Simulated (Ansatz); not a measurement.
System: rutile SnO2. Method: PBE-D3(BJ) (PAW; Ansatz, an electronic-structure program).

Settings: plane-wave cutoff 520 eV, 8×8×10 k mesh (along the axes of the cell as run), Fermi–Dirac smearing 0.01 eV, scalar-relativistic PAW data made under PBE.

Shape and atoms are relaxed at each volume.

The direct gap at Γ against volume; x = 100 ln(V/12.371 Å³). One gap is withheld.

| V (Å³/atom) | x | gap (eV) |
|---|---|---|
| 11.876 | -4.08 | ? |
| 12.124 | -2.02 | 1.043 |
| 12.371 | 0.00 | 0.839 |
| 12.619 | 1.98 | 0.650 |
| 12.866 | 3.92 | 0.479 |

### Question
Fit a straight line to the rows shown, give the volume deformation potential and predict the withheld gap.

### Answer
Means of the 4 rows: x̄ = 0.970, ȳ = 0.7528 eV. Σ(x − x̄)(y − ȳ) = -1.8628 and Σ(x − x̄)² = 19.604, so the slope is -0.0950 eV per unit of x, and dE_g/d ln V = -9.5 eV. At x = -4.08: 0.7528 + (-0.0950) × (-4.08 − (0.970)) = 1.233 eV. The run gives 1.263 eV, 0.030 eV above the line, as the curve bends the same way over all rows.

Measured, for comparison: band gap 3.81 eV (zero-point renormalisation of 215 meV (computed, non-adiabatic AHC, without the lattice-expansion part) added back here to the 1.8 K gap of; inputs from Miglio et al. (2020), arXiv:2011.12765).

Spin–orbit coupling is not included.

Note: the bulk modulus comes from volumes at which shape and atoms were relaxed.
